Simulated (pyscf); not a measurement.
Thermochemistry of product channels of H₃C–GaH₂ + H• on the doublet surface, in kcal/mol, from ωB97M-D3(BJ)/def2-TZVP energies (ideal gas, 1 atm, RRHO with modes under 100 cm⁻¹ raised to 100, one conformer, R ln 2 for rigid chiral ones). Optimised with ωB97X-D3(BJ)/def2-SVP in PySCF.

| products | ΔE | ΔH(298 K) | ΔG(298 K) | ΔG(900 K) |
|---|---|---|---|---|
| [H₃C–GaH]• + H₂ | -24.1 | -22.5 | -23.7 | -25.8 |
| CH₂ [triplet] + GaH₂• + H₂ | +87.8 | +82.7 | +71.7 | +49.2 |
| CH₄ + GaH₂• | ? | -29.3 | -30.4 | ? |

**Question.** Fill in the missing entries.

**Answer.** 
- CH₄ + GaH₂•, ΔE: -33.2
- CH₄ + GaH₂•, ΔG(900 K): -30.7

These are energies of the channels, which say nothing of barriers. Elements up to Kr have no core potential and no relativistic terms here.
